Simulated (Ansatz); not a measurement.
## Rock-salt EuN

These are LDA in Ansatz (plane waves, PAW) values and carry that method's errors.

Numerical settings: plane-wave cutoff 520 eV, 12×12×12 k mesh, Fermi–Dirac smearing 0.01 eV, spin-polarised with parallel moments, scalar-relativistic PAW data made under PBE.

Cell (relaxed at this level):

```
CELL_PARAMETERS angstrom
      0.00000     2.45898     2.45898
      2.45898     0.00000     2.45898
      2.45898     2.45898     0.00000
ATOMIC_POSITIONS crystal
  Eu 0.00000 0.00000 0.00000
  N  0.50000 0.50000 0.50000
```
Starting moments (μB, in the order of the record's atoms Eu N): 7.0 0.0.

bulk modulus B0: 143 GPa
band gap: zero (no gap)
pressure derivative B′ of the bulk modulus: 4.8

Note: the magnetic order was assumed, not searched for or taken from measurement; the 4f shell is treated without U or exact exchange, so its levels and filling can be wrong; the volume lies 6 % below that of the published cell.

Spin–orbit coupling is not included; it can open a gap where bands touch, and shift volumes and moduli.

The result took around 2.5 core-minutes (rough).

Ansatz is a quantum-chemistry and plane-wave program.
